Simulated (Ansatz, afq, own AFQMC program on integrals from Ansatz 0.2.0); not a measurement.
AFQMC on a folder of integrals that Ansatz 0.2.0 wrote.

```yaml
crystal:
  periodic: [false, false, false]
  atoms:
    - {symbol: B, position_ang: [-0.011188, 0.053072, 0.739506]}
    - {symbol: C, position_ang: [-0.011188, -0.098769, -0.749265]}
    - {symbol: H, position_ang: [-0.011188, 1.151614, 1.227118]}
    - {symbol: H, position_ang: [-0.011188, -0.905972, 1.454875]}
    - {symbol: H, position_ang: [0.275687, 0.362051, -1.685517]}
basis:
  gaussian: {orbitals: cc-pVDZ}
magnetization: {spin_polarized: false, initial_magnetization: 2}
correlation: {method: ccsd_t, electrons: outside_noble_gas, hamiltonian_folder: ham}
```

```sh
$ ansatz run in.yaml --threads 1 --pin off --events-out ev --progress --plain --max-ram 1382MiB
```

afq runs on the folder ham with

```
--method phaseless --trial hf --walkers 120 --populations 1 --least-time 40 --time-step 0.005 --steps-per-block 20 --equilibration-blocks 112 --max-blocks 600 --target-error 0.00114 --factor-cut 1e-05 --start spin_pure --seed 1580 --taylor-order 6
```

Times are imaginary, in 1/Eh. The walk had a cap of 1573 s.

afq prints:

```
orbitals 41  electrons 6 4  factors 323 of 394
reference energy -64.18996178 Eh
CCSD correlation -0.20887434 Eh in 12 cycles, weight of the determinant in the CISD state 0.9025
energy of the start -64.189965 Eh
 block  time / (1/Eh)  mean weight  energy / Eh
     1     0.100  1.0006  -64.236823
     2     0.200  1.0012  -64.264873
     3     0.300  0.9998  -64.289058
     4     0.400  1.0025  -64.315077
     5     0.500  0.9998  -64.337484
     8     0.800  1.0022  -64.373836
    18     1.800  0.9999  -64.390148
    69     6.900  0.9990  -64.418958
   120    12.000  0.9998  -64.381895
   171    17.100  1.0002  -64.380776
   222    22.200  1.0001  -64.394779
   273    27.300  1.0000  -64.399427
   324    32.400  1.0000  -64.395402
   375    37.500  1.0010  -64.378477
   426    42.600  0.9983  -64.403777
   477    47.700  0.9989  -64.425960
   528    52.800  0.9998  -64.402562
   579    57.900  0.9997  -64.442009
   630    63.000  1.0002  -64.392863
   681    68.100  1.0006  -64.400042
   698    69.800  0.9998  -64.407728
blocks merged  error / Eh  count
     1  0.000543  600
     2  0.000723  300
     4  0.000948  150
     8  0.001198  75
    16  0.001345  37
    32  0.001375  18
    64  0.001448  9
energy -64.401559 +/- 0.001375 Eh
(rows thinned)
```

The run passed its tests (sampling time, drift between the halves within three errors, error under three times the target), which doesn't prove that it has relaxed. The second half of the sampling lies below the first by 1.9 errors of their difference, so the energy may still be moving and its error bar be too small.

Against this walk (error 37.4 meV) on the same determinant: CCSD(T) 49.4 meV lower (within the noise), CCSDT(Q) 78.6 meV lower, a separate phaseless walk with a CISD trial and standard settings 70.6 ± 38.8 meV lower (within the noise). The error is statistical and leaves out the bias of the constraint.

Cautions: constraint bias not in the error; error above the target (37.4 against 31.0 meV); lower spins were not checked.

The walk took 11 min on 1 thread of AMD EPYC (Zen 3) (shared host). The log's last line is the phaseless energy.

CCSDT and higher add their correlation energy to the determinant of the CCSD(T) run, since their own runs factorise the integrals more tightly (a shift of under 2 meV).
